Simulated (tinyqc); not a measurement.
Inside a calculation (part 2 of 2). Method: RHF in the sto-3g basis, for H3O+, spin multiplicity 1. Computed by tinyqc, a small Python program that keeps every step (integrals from PySCF). Command: `OMP_NUM_THREADS=1 python tinyqc.py 26883 26884 out.jsonl` (the two numbers bound the seeds that draw the settings). One thread of a shared host (Intel(R) Xeon(R) Processor @ 2.60GHz), about 0.07 s of CPU time with the checks.

Geometry (angstrom):
```
atom         x         y        z
O      0.00000   0.00000  0.38500
H      1.07300   0.00000  0.00000
H     -0.53700   0.93000  0.00000
H     -0.53700  -0.93000  0.00000
```

## Iteration 1: diagonalisation and new density

Fock matrix F (hartree), order 1O 1s, 1O 2s, 1O 2px, 1O 2py, 1O 2pz, 2H 1s, 3H 1s, 4H 1s:
$$\begin{pmatrix}
-19.16190 & -4.95804 & -0.00001 & 0.00000 & 0.00903 & -0.74663 & -0.74514 & -0.74514 \\
-4.95804 & -2.18748 & -0.00016 & 0.00000 & 0.13963 & -0.65946 & -0.65848 & -0.65848 \\
-0.00001 & -0.00016 & -0.17622 & 0.00000 & 0.00007 & -0.29378 & 0.14674 & 0.14674 \\
0.00000 & 0.00000 & 0.00000 & -0.17608 & 0.00000 & 0.00000 & -0.25419 & 0.25419 \\
0.00903 & 0.13963 & 0.00007 & 0.00000 & -0.09237 & 0.13967 & 0.13944 & 0.13944 \\
-0.74663 & -0.65946 & -0.29378 & 0.00000 & 0.13967 & -0.38445 & -0.19433 & -0.19433 \\
-0.74514 & -0.65848 & 0.14674 & -0.25419 & 0.13944 & -0.19433 & -0.38411 & -0.19407 \\
-0.74514 & -0.65848 & 0.14674 & 0.25419 & 0.13944 & -0.19433 & -0.19407 & -0.38411
\end{pmatrix}$$

X, order 1O 1s, 1O 2s, 1O 2px, 1O 2py, 1O 2pz, 2H 1s, 3H 1s, 4H 1s:
$$\begin{pmatrix}
1.02414 & -0.14063 & -0.00001 & 0.00000 & 0.00528 & 0.01719 & 0.01717 & 0.01717 \\
-0.14063 & 1.18964 & 0.00013 & 0.00000 & -0.04953 & -0.19586 & -0.19547 & -0.19547 \\
-0.00001 & 0.00013 & 1.06864 & 0.00000 & -0.00005 & -0.19329 & 0.09654 & 0.09654 \\
0.00000 & 0.00000 & 0.00000 & 1.06852 & 0.00000 & 0.00000 & -0.16716 & 0.16716 \\
0.00528 & -0.04953 & -0.00005 & 0.00000 & 1.01463 & 0.05809 & 0.05794 & 0.05794 \\
0.01719 & -0.19586 & -0.19329 & 0.00000 & 0.05809 & 1.11509 & -0.04806 & -0.04806 \\
0.01717 & -0.19547 & 0.09654 & -0.16716 & 0.05794 & -0.04806 & 1.11477 & -0.04800 \\
0.01717 & -0.19547 & 0.09654 & 0.16716 & 0.05794 & -0.04806 & -0.04800 & 1.11477
\end{pmatrix}$$

Diagonalise F' = X^T F X, C = X C', fill 5 alpha and 5 beta electrons from the bottom; D = 2 C_occ C_occ^T. Each column has its largest component positive (the first on a tie).

F' = X^T F X (hartree):
$$\begin{pmatrix}
-18.78326 & -2.64580 & -0.00002 & 0.00000 & 0.01519 & -0.08311 & -0.08277 & -0.08277 \\
-2.64580 & -1.11622 & 0.00005 & 0.00000 & 0.05676 & -0.28916 & -0.28859 & -0.28859 \\
-0.00002 & 0.00005 & -0.02996 & 0.00000 & -0.00003 & -0.30249 & 0.15110 & 0.15110 \\
0.00000 & 0.00000 & 0.00000 & -0.03005 & 0.00000 & 0.00000 & -0.26163 & 0.26163 \\
0.01519 & 0.05676 & -0.00003 & 0.00000 & -0.06089 & 0.10258 & 0.10234 & 0.10234 \\
-0.08311 & -0.28916 & -0.30249 & 0.00000 & 0.10258 & -0.11957 & -0.05091 & -0.05091 \\
-0.08277 & -0.28859 & 0.15110 & -0.26163 & 0.10234 & -0.05091 & -0.12000 & -0.05083 \\
-0.08277 & -0.28859 & 0.15110 & 0.26163 & 0.10234 & -0.05091 & -0.05083 & -0.12000
\end{pmatrix}$$

orbital energies (hartree): MO1 -19.17345, MO2 -1.03164, MO3 -0.42023, MO4 -0.42012, MO5 -0.12246, MO6 0.14556, MO7 0.32090, MO8 0.32150

coefficients C, order 1O 1s, 1O 2s, 1O 2px, 1O 2py, 1O 2pz, 2H 1s, 3H 1s, 4H 1s:
$$\begin{pmatrix}
0.99311 & -0.23349 & 0.00004 & 0.00000 & -0.11477 & -0.12490 & 0.00000 & -0.00034 \\
0.02992 & 0.83735 & -0.00024 & 0.00000 & 0.56565 & 0.72817 & 0.00000 & 0.00213 \\
0.00000 & 0.00016 & 0.56394 & 0.00000 & -0.00015 & -0.00204 & 0.00000 & 0.93806 \\
0.00000 & 0.00000 & 0.00000 & 0.56383 & 0.00000 & 0.00000 & 0.93793 & 0.00000 \\
-0.00218 & -0.13348 & -0.00008 & 0.00000 & 0.77739 & -0.64799 & 0.00000 & -0.00138 \\
-0.00483 & 0.13397 & 0.55563 & 0.00000 & -0.26783 & -0.54471 & 0.00000 & -0.79518 \\
-0.00482 & 0.13376 & -0.27813 & 0.48149 & -0.26798 & -0.54672 & -0.68711 & 0.39559 \\
-0.00482 & 0.13376 & -0.27813 & -0.48149 & -0.26798 & -0.54672 & 0.68711 & 0.39559
\end{pmatrix}$$

D after iteration 1, order 1O 1s, 1O 2s, 1O 2px, 1O 2py, 1O 2pz, 2H 1s, 3H 1s, 4H 1s:
$$\begin{pmatrix}
2.10792 & -0.46145 & 0.00002 & 0.00000 & -0.12044 & -0.01063 & -0.01055 & -0.01055 \\
-0.46145 & 2.04404 & -0.00018 & 0.00000 & 0.65580 & -0.07920 & -0.07931 & -0.07931 \\
0.00002 & -0.00018 & 0.63607 & 0.00000 & -0.00036 & 0.62681 & -0.31358 & -0.31358 \\
0.00000 & 0.00000 & 0.00000 & 0.63582 & 0.00000 & 0.00000 & 0.54296 & -0.54296 \\
-0.12044 & 0.65580 & -0.00036 & 0.00000 & 1.24430 & -0.45223 & -0.45230 & -0.45230 \\
-0.01063 & -0.07920 & 0.62681 & 0.00000 & -0.45223 & 0.79684 & -0.12964 & -0.12964 \\
-0.01055 & -0.07931 & -0.31358 & 0.54296 & -0.45230 & -0.12964 & 0.79784 & -0.12949 \\
-0.01055 & -0.07931 & -0.31358 & -0.54296 & -0.45230 & -0.12964 & -0.12949 & 0.79784
\end{pmatrix}$$

## Iteration 2: building the Fock matrix

core Hamiltonian H = T + V (hartree), order 1O 1s, 1O 2s, 1O 2px, 1O 2py, 1O 2pz, 2H 1s, 3H 1s, 4H 1s:
$$\begin{pmatrix}
-33.00716 & -7.68056 & -0.00001 & 0.00000 & 0.01107 & -1.14272 & -1.14042 & -1.14042 \\
-7.68056 & -9.63025 & -0.00015 & 0.00000 & 0.13624 & -2.83926 & -2.83501 & -2.83501 \\
-0.00001 & -0.00015 & -7.86319 & 0.00000 & 0.00006 & -1.99619 & 0.99705 & 0.99705 \\
0.00000 & 0.00000 & 0.00000 & -7.86305 & 0.00000 & 0.00000 & -1.72678 & 1.72678 \\
0.01107 & 0.13624 & 0.00006 & 0.00000 & -7.78210 & 0.74960 & 0.74816 & 0.74816 \\
-1.14272 & -2.83926 & -1.99619 & 0.00000 & 0.74960 & -4.68322 & -0.92180 & -0.92180 \\
-1.14042 & -2.83501 & 0.99705 & -1.72678 & 0.74816 & -0.92180 & -4.68062 & -0.92062 \\
-1.14042 & -2.83501 & 0.99705 & 1.72678 & 0.74816 & -0.92180 & -0.92062 & -4.68062
\end{pmatrix}$$

nuclear repulsion = 11.9889581 hartree

Given earlier and not repeated: Two-electron integrals (ij|kl) in chemists' order.

J_ij = sum D_kl (ij|kl), K_ij = sum D_kl (ik|jl); F = H + J - 0.5 K; E = tr D H + tr D J / 2 - 0.25 tr D K + E_nn.

Coulomb J (hartree), order 1O 1s, 1O 2s, 1O 2px, 1O 2py, 1O 2pz, 2H 1s, 3H 1s, 4H 1s:
$$\begin{pmatrix}
16.34969 & 3.04478 & 0.00000 & 0.00000 & 0.01375 & 0.45152 & 0.45061 & 0.45061 \\
3.04478 & 7.60125 & -0.00002 & 0.00000 & -0.00366 & 2.26821 & 2.26491 & 2.26491 \\
0.00000 & -0.00002 & 7.59583 & 0.00000 & -0.00006 & 1.75046 & -0.87437 & -0.87437 \\
0.00000 & 0.00000 & 0.00000 & 7.59577 & 0.00000 & 0.00000 & 1.51425 & -1.51425 \\
0.01375 & -0.00366 & -0.00006 & 0.00000 & 7.58803 & -0.63636 & -0.63513 & -0.63513 \\
0.45152 & 2.26821 & 1.75046 & 0.00000 & -0.63636 & 4.45120 & 0.75583 & 0.75583 \\
0.45061 & 2.26491 & -0.87437 & 1.51425 & -0.63513 & 0.75583 & 4.44953 & 0.75489 \\
0.45061 & 2.26491 & -0.87437 & -1.51425 & -0.63513 & 0.75583 & 0.75489 & 4.44953
\end{pmatrix}$$

exchange K (hartree), order 1O 1s, 1O 2s, 1O 2px, 1O 2py, 1O 2pz, 2H 1s, 3H 1s, 4H 1s:
$$\begin{pmatrix}
9.73608 & 1.60001 & 0.00000 & 0.00000 & -0.00518 & 0.24833 & 0.24784 & 0.24784 \\
1.60001 & 2.39867 & 0.00008 & 0.00000 & 0.17444 & 0.82308 & 0.82199 & 0.82199 \\
0.00000 & 0.00008 & 1.52946 & 0.00000 & -0.00047 & 0.68694 & -0.34333 & -0.34333 \\
0.00000 & 0.00000 & 0.00000 & 1.52888 & 0.00000 & 0.00000 & 0.59452 & -0.59452 \\
-0.00518 & 0.17444 & -0.00047 & 0.00000 & 1.78101 & -0.30685 & -0.30649 & -0.30649 \\
0.24833 & 0.82308 & 0.68694 & 0.00000 & -0.30685 & 1.14860 & 0.22867 & 0.22867 \\
0.24784 & 0.82199 & -0.34333 & 0.59452 & -0.30649 & 0.22867 & 1.14835 & 0.22838 \\
0.24784 & 0.82199 & -0.34333 & -0.59452 & -0.30649 & 0.22867 & 0.22838 & 1.14835
\end{pmatrix}$$

Fock matrix F (hartree), order 1O 1s, 1O 2s, 1O 2px, 1O 2py, 1O 2pz, 2H 1s, 3H 1s, 4H 1s:
$$\begin{pmatrix}
-21.52551 & -5.43579 & -0.00002 & 0.00000 & 0.02741 & -0.81537 & -0.81374 & -0.81374 \\
-5.43579 & -3.22833 & -0.00021 & 0.00000 & 0.04536 & -0.98258 & -0.98111 & -0.98111 \\
-0.00002 & -0.00021 & -1.03209 & 0.00000 & 0.00024 & -0.58920 & 0.29435 & 0.29435 \\
0.00000 & 0.00000 & 0.00000 & -1.03172 & 0.00000 & 0.00000 & -0.50979 & 0.50979 \\
0.02741 & 0.04536 & 0.00024 & 0.00000 & -1.08457 & 0.26666 & 0.26628 & 0.26628 \\
-0.81537 & -0.98258 & -0.58920 & 0.00000 & 0.26666 & -0.80633 & -0.28030 & -0.28030 \\
-0.81374 & -0.98111 & 0.29435 & -0.50979 & 0.26628 & -0.28030 & -0.80526 & -0.27992 \\
-0.81374 & -0.98111 & 0.29435 & 0.50979 & 0.26628 & -0.28030 & -0.27992 & -0.80526
\end{pmatrix}$$

total energy of this density = -74.9973132 hartree

## Iteration 2: DIIS over 2 matrices

error matrix X^T (FDS - SDF) X:
$$\begin{pmatrix}
0.00000 & -0.03446 & -0.00002 & 0.00000 & 0.03801 & 0.05259 & 0.05252 & 0.05252 \\
0.03446 & 0.00000 & 0.00007 & 0.00000 & 0.10208 & -0.09749 & -0.09738 & -0.09738 \\
0.00002 & -0.00007 & 0.00000 & 0.00000 & -0.00002 & -0.42976 & 0.21516 & 0.21516 \\
0.00000 & 0.00000 & 0.00000 & 0.00000 & 0.00000 & 0.00000 & -0.37257 & 0.37257 \\
-0.03801 & -0.10208 & 0.00002 & 0.00000 & 0.00000 & 0.26290 & 0.26313 & 0.26313 \\
-0.05259 & 0.09749 & 0.42976 & 0.00000 & -0.26290 & 0.00000 & 0.00006 & 0.00006 \\
-0.05252 & 0.09738 & -0.21516 & 0.37257 & -0.26313 & -0.00006 & 0.00000 & 0.00000 \\
-0.05252 & 0.09738 & -0.21516 & -0.37257 & -0.26313 & -0.00006 & 0.00000 & 0.00000
\end{pmatrix}$$

B (overlaps of the stored error matrices):
$$\begin{pmatrix}
3.6626148e+00 & -2.1762463e+00 \\
-2.1762463e+00 & 1.6245957e+00
\end{pmatrix}$$

Minimise |sum c_i e_i|^2 with sum c_i = 1: solve [B -1; -1 0][c; lambda] = [0; -1] with B_ij = tr e_i^T e_j, and take F = sum c_i F_i.

DIIS coefficients: [0.39429, 0.60571]

extrapolated F (hartree), order 1O 1s, 1O 2s, 1O 2px, 1O 2py, 1O 2pz, 2H 1s, 3H 1s, 4H 1s:
$$\begin{pmatrix}
-20.59356 & -5.24742 & -0.00001 & 0.00000 & 0.02016 & -0.78826 & -0.78669 & -0.78669 \\
-5.24742 & -2.81793 & -0.00019 & 0.00000 & 0.08253 & -0.85518 & -0.85390 & -0.85390 \\
-0.00001 & -0.00019 & -0.69463 & 0.00000 & 0.00017 & -0.47272 & 0.23615 & 0.23615 \\
0.00000 & 0.00000 & 0.00000 & -0.69435 & 0.00000 & 0.00000 & -0.40901 & 0.40901 \\
0.02016 & 0.08253 & 0.00017 & 0.00000 & -0.69336 & 0.21659 & 0.21627 & 0.21627 \\
-0.78826 & -0.85518 & -0.47272 & 0.00000 & 0.21659 & -0.63999 & -0.24641 & -0.24641 \\
-0.78669 & -0.85390 & 0.23615 & -0.40901 & 0.21627 & -0.24641 & -0.63921 & -0.24607 \\
-0.78669 & -0.85390 & 0.23615 & 0.40901 & 0.21627 & -0.24641 & -0.24607 & -0.63921
\end{pmatrix}$$

## Iteration 2: diagonalisation and new density

As before.

F' = X^T F X (hartree):
$$\begin{pmatrix}
-20.21563 & -2.69323 & -0.00002 & 0.00000 & 0.03535 & -0.08506 & -0.08471 & -0.08471 \\
-2.69323 & -1.70521 & 0.00003 & 0.00000 & -0.02850 & -0.34369 & -0.34307 & -0.34307 \\
-0.00002 & 0.00003 & -0.52254 & 0.00000 & 0.00007 & -0.38212 & 0.19093 & 0.19093 \\
0.00000 & 0.00000 & 0.00000 & -0.52251 & 0.00000 & 0.00000 & -0.33059 & 0.33059 \\
0.03535 & -0.02850 & 0.00007 & 0.00000 & -0.64837 & 0.14838 & 0.14814 & 0.14814 \\
-0.08506 & -0.34369 & -0.38212 & 0.00000 & 0.14838 & -0.30407 & -0.05189 & -0.05189 \\
-0.08471 & -0.34307 & 0.19093 & -0.33059 & 0.14814 & -0.05189 & -0.30416 & -0.05181 \\
-0.08471 & -0.34307 & 0.19093 & 0.33059 & 0.14814 & -0.05189 & -0.05181 & -0.30416
\end{pmatrix}$$

orbital energies (hartree): MO1 -20.60219, MO2 -1.59997, MO3 -0.87439, MO4 -0.87408, MO5 -0.74016, MO6 -0.03474, MO7 0.09922, MO8 0.09967

coefficients C, order 1O 1s, 1O 2s, 1O 2px, 1O 2py, 1O 2pz, 2H 1s, 3H 1s, 4H 1s:
$$\begin{pmatrix}
0.99422 & -0.24590 & 0.00015 & 0.00000 & -0.06729 & -0.12686 & 0.00000 & 0.00031 \\
0.02528 & 0.92261 & -0.00075 & 0.00000 & 0.34344 & 0.76319 & 0.00000 & -0.00206 \\
0.00000 & 0.00021 & 0.71186 & 0.00000 & 0.00074 & -0.00158 & 0.00000 & -0.83141 \\
0.00000 & 0.00000 & 0.00000 & 0.71193 & 0.00000 & 0.00000 & 0.83113 & 0.00000 \\
-0.00236 & -0.08939 & -0.00088 & 0.00000 & 0.89478 & -0.48313 & 0.00000 & 0.00110 \\
-0.00406 & 0.08068 & 0.41641 & 0.00000 & -0.16940 & -0.59222 & 0.00000 & 0.87641 \\
-0.00406 & 0.08049 & -0.20807 & 0.36055 & -0.17007 & -0.59452 & -0.75760 & -0.43626 \\
-0.00406 & 0.08049 & -0.20807 & -0.36055 & -0.17007 & -0.59452 & 0.75760 & -0.43626
\end{pmatrix}$$

D after iteration 2, order 1O 1s, 1O 2s, 1O 2px, 1O 2py, 1O 2pz, 2H 1s, 3H 1s, 4H 1s:
$$\begin{pmatrix}
2.10693 & -0.44970 & 0.00002 & 0.00000 & -0.08116 & -0.02484 & -0.02482 & -0.02482 \\
-0.44970 & 1.93960 & -0.00018 & 0.00000 & 0.44955 & 0.03169 & 0.03182 & 0.03182 \\
0.00002 & -0.00018 & 1.01350 & 0.00000 & 0.00002 & 0.59263 & -0.29646 & -0.29646 \\
0.00000 & 0.00000 & 0.00000 & 1.01368 & 0.00000 & 0.00000 & 0.51337 & -0.51337 \\
-0.08116 & 0.44955 & 0.00002 & 0.00000 & 1.61724 & -0.31829 & -0.31835 & -0.31835 \\
-0.02484 & 0.03169 & 0.59263 & 0.00000 & -0.31829 & 0.41723 & -0.10265 & -0.10265 \\
-0.02482 & 0.03182 & -0.29646 & 0.51337 & -0.31835 & -0.10265 & 0.41741 & -0.10256 \\
-0.02482 & 0.03182 & -0.29646 & -0.51337 & -0.31835 & -0.10265 & -0.10256 & 0.41741
\end{pmatrix}$$

## Iteration 8 (converged): orbitals

converged F (hartree), order 1O 1s, 1O 2s, 1O 2px, 1O 2py, 1O 2pz, 2H 1s, 3H 1s, 4H 1s:
$$\begin{pmatrix}
-20.80736 & -5.29194 & -0.00001 & 0.00000 & 0.01963 & -0.79486 & -0.79327 & -0.79327 \\
-5.29194 & -2.88712 & -0.00014 & 0.00000 & 0.07845 & -0.90736 & -0.90608 & -0.90608 \\
-0.00001 & -0.00014 & -0.76555 & 0.00000 & 0.00006 & -0.53614 & 0.26789 & 0.26789 \\
0.00000 & 0.00000 & 0.00000 & -0.76538 & 0.00000 & 0.00000 & -0.46397 & 0.46397 \\
0.01963 & 0.07845 & 0.00006 & 0.00000 & -0.82585 & 0.22769 & 0.22736 & 0.22736 \\
-0.79486 & -0.90736 & -0.53614 & 0.00000 & 0.22769 & -0.69325 & -0.25577 & -0.25577 \\
-0.79327 & -0.90608 & 0.26789 & -0.46397 & 0.22736 & -0.25577 & -0.69248 & -0.25542 \\
-0.79327 & -0.90608 & 0.26789 & 0.46397 & 0.22736 & -0.25577 & -0.25542 & -0.69248
\end{pmatrix}$$

As before.

F' = X^T F X (hartree):
$$\begin{pmatrix}
-20.42842 & -2.70882 & -0.00003 & 0.00000 & 0.03593 & -0.08178 & -0.08142 & -0.08142 \\
-2.70882 & -1.72816 & 0.00011 & 0.00000 & -0.03944 & -0.38397 & -0.38334 & -0.38334 \\
-0.00003 & 0.00011 & -0.56669 & 0.00000 & -0.00005 & -0.44002 & 0.21988 & 0.21988 \\
0.00000 & 0.00000 & 0.00000 & -0.56680 & 0.00000 & 0.00000 & -0.38073 & 0.38073 \\
0.03593 & -0.03944 & -0.00005 & 0.00000 & -0.78044 & 0.15249 & 0.15223 & 0.15223 \\
-0.08178 & -0.38397 & -0.44002 & 0.00000 & 0.15249 & -0.32356 & -0.05082 & -0.05082 \\
-0.08142 & -0.38334 & 0.21988 & -0.38073 & 0.15223 & -0.05082 & -0.32370 & -0.05074 \\
-0.08142 & -0.38334 & 0.21988 & 0.38073 & 0.15223 & -0.05082 & -0.05074 & -0.32370
\end{pmatrix}$$

orbital energies (hartree): MO1 -20.81563, MO2 -1.67746, MO3 -0.97821, MO4 -0.97799, MO5 -0.85756, MO6 -0.01160, MO7 0.13823, MO8 0.13877

coefficients C, order 1O 1s, 1O 2s, 1O 2px, 1O 2py, 1O 2pz, 2H 1s, 3H 1s, 4H 1s:
$$\begin{pmatrix}
0.99438 & -0.24142 & 0.00010 & 0.00000 & -0.06230 & -0.13640 & 0.00000 & 0.00036 \\
0.02458 & 0.89959 & -0.00053 & 0.00000 & 0.30638 & 0.80531 & 0.00000 & -0.00233 \\
0.00000 & 0.00014 & 0.70563 & 0.00000 & 0.00046 & -0.00176 & 0.00000 & -0.83671 \\
0.00000 & 0.00000 & 0.00000 & 0.70572 & 0.00000 & 0.00000 & 0.83641 & 0.00000 \\
-0.00228 & -0.09209 & -0.00046 & 0.00000 & 0.92269 & -0.42684 & 0.00000 & 0.00118 \\
-0.00390 & 0.09679 & 0.42287 & 0.00000 & -0.12996 & -0.59957 & 0.00000 & 0.87342 \\
-0.00390 & 0.09662 & -0.21141 & 0.36618 & -0.13024 & -0.60221 & -0.75490 & -0.43454 \\
-0.00390 & 0.09662 & -0.21141 & -0.36618 & -0.13024 & -0.60221 & 0.75490 & -0.43454
\end{pmatrix}$$

D after iteration 8, order 1O 1s, 1O 2s, 1O 2px, 1O 2py, 1O 2pz, 2H 1s, 3H 1s, 4H 1s:
$$\begin{pmatrix}
2.10190 & -0.42365 & 0.00003 & 0.00000 & -0.07502 & -0.03822 & -0.03822 & -0.03822 \\
-0.42365 & 1.80745 & -0.00022 & 0.00000 & 0.39959 & 0.09387 & 0.09407 & 0.09407 \\
0.00003 & -0.00022 & 0.99582 & 0.00000 & 0.00018 & 0.59668 & -0.29845 & -0.29845 \\
0.00000 & 0.00000 & 0.00000 & 0.99609 & 0.00000 & 0.00000 & 0.51684 & -0.51684 \\
-0.07502 & 0.39959 & 0.00018 & 0.00000 & 1.71968 & -0.25802 & -0.25792 & -0.25792 \\
-0.03822 & 0.09387 & 0.59668 & 0.00000 & -0.25802 & 0.41018 & -0.12621 & -0.12621 \\
-0.03822 & 0.09407 & -0.29845 & 0.51684 & -0.25792 & -0.12621 & 0.41018 & -0.12616 \\
-0.03822 & 0.09407 & -0.29845 & -0.51684 & -0.25792 & -0.12621 & -0.12616 & 0.41018
\end{pmatrix}$$

## Convergence

Stop when the energy changes by less than 1e-08 hartree and every element of the error matrix X^T (F D S - S D F) X is below 3e-05.

Course of the cycle:
```
iteration  E (hartree)     change  largest element of the error matrix
1          -73.3986967          -                             6.06e-01
2          -74.9973132  -1.60e+00                             4.30e-01
3          -75.2713427  -2.74e-01                             4.06e-02
4          -75.2756959  -4.35e-03                             1.02e-02
5          -75.2761686  -4.73e-04                             3.61e-03
6          -75.2762313  -6.27e-05                             2.60e-04
7          -75.2762314  -1.23e-07                             3.55e-06
8          -75.2762314  -4.88e-11                             2.52e-07
```

PySCF RHF in the same basis = -75.2762314 hartree

Converged in 8 iterations.

## Populations, bond orders and dipole

overlap S, order 1O 1s, 1O 2s, 1O 2px, 1O 2py, 1O 2pz, 2H 1s, 3H 1s, 4H 1s:
$$\begin{pmatrix}
1.00000 & 0.23670 & 0.00000 & 0.00000 & 0.00000 & 0.03493 & 0.03486 & 0.03486 \\
0.23670 & 1.00000 & 0.00000 & 0.00000 & 0.00000 & 0.36327 & 0.36280 & 0.36280 \\
0.00000 & 0.00000 & 1.00000 & 0.00000 & 0.00000 & 0.30619 & -0.15297 & -0.15297 \\
0.00000 & 0.00000 & 0.00000 & 1.00000 & 0.00000 & 0.00000 & 0.26492 & -0.26492 \\
0.00000 & 0.00000 & 0.00000 & 0.00000 & 1.00000 & -0.10986 & -0.10967 & -0.10967 \\
0.03493 & 0.36327 & 0.30619 & 0.00000 & -0.10986 & 1.00000 & 0.14953 & 0.14953 \\
0.03486 & 0.36280 & -0.15297 & 0.26492 & -0.10967 & 0.14953 & 1.00000 & 0.14936 \\
0.03486 & 0.36280 & -0.15297 & -0.26492 & -0.10967 & 0.14953 & 0.14936 & 1.00000
\end{pmatrix}$$

Mulliken: Z minus the diagonal of D S on the atom; Loewdin: the same with S^(1/2) D S^(1/2); Mayer order: 2 sum_s sum (D(s) S)_ij (D(s) S)_ji over the two atoms.

Charges (e):
```
atom  Mulliken  Loewdin
1O    -0.15151  0.02317
2H     0.38375  0.32544
3H     0.38388  0.32569
4H     0.38388  0.32569
```

Mayer bond orders:
```
pair    order
2-1   0.82676
3-1   0.82667
3-2   0.01299
4-1   0.82667
4-2   0.01299
4-3   0.01298
```

dipole moment about the origin, x y z (debye): [-0.00263, 0.00000, -0.83963]
